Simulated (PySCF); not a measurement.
**Indirect couplings**

Molfile (atoms numbered from 1):
```
CH4O
     RDKit          3D

  6  5  0  0  0  0  0  0  0  0999 V2000
   -0.3290   -0.0136    0.0961 C   0  0  0  0  0  0  0  0  0  0  0  0
    0.8306   -0.4451   -0.5533 O   0  0  0  0  0  0  0  0  0  0  0  0
   -0.2250    0.0270    1.1988 H   0  0  0  0  0  0  0  0  0  0  0  0
   -1.1279   -0.7359   -0.1289 H   0  0  0  0  0  0  0  0  0  0  0  0
   -0.6795    0.9806   -0.2452 H   0  0  0  0  0  0  0  0  0  0  0  0
    1.5308    0.1870   -0.3675 H   0  0  0  0  0  0  0  0  0  0  0  0
  1  2  1  0
  1  3  1  0
  1  4  1  0
  1  5  1  0
  2  6  1  0
M  END
```

Method: B3LYP/pcJ-1//PBE0-D3(BJ)/def2-SVP, PySCF 2.14.0 with density-fitted response routines; isolated molecule, single conformer, non-relativistic. Couplings are averaged over pairs made equivalent by symmetry, fast rotation or ring inversion, so a value needn't be that of the named pair in this geometry, while other rotamers aren't included; one pair stands for each set, and the list holds those of at least 0.8 Hz over up to four bonds.

Isotopes: $^{13}$C, $^{1}$H, $^{17}$O. Couplings to quadrupolar nuclei such as 17O and 33S are rarely resolved in practice.

```csv
pair,bonds,J (Hz)
"C1, O2",1,?
"C1, H3",1,143.6
"O2, H6",1,-70.7
"C1, H6",2,-3.2
"O2, H3",2,-6.6
"H3, H4",2,?
"H3, H6",3,7.1
```

Task: Estimate the withheld couplings, with signs.

Result: 
- $^{1}J$(C1,O2) = 19.1 Hz (bond length 1.397 Å)
- $^{2}J$(H3,H4) = -11.2 Hz (mean over equivalent pairs that range from -13.0 to -7.7 Hz in this conformer)
